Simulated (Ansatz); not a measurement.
System: zinc-blende MgS (metastable phase). Method: r²SCAN0 in Ansatz (PAW).

Run with plane-wave cutoff 520 eV, 8×8×8 k mesh, Fermi–Dirac smearing 0.01 eV, scalar-relativistic PAW data made under PBE.

Computed at the level's own relaxed cell.

Problem. Estimate the bulk modulus, pressure derivative B′ of the bulk modulus, equilibrium volume per atom and width of the whole s-p valence band that the calculation returns.

Solution. 
bulk modulus: 62.0 GPa
pressure derivative B′ of the bulk modulus: 4.0
equilibrium volume per atom: 22.49 Å³/atom
width of the whole s-p valence band: 12.79 eV

Computed values are for the static lattice.

Ansatz is a program for electronic structure.
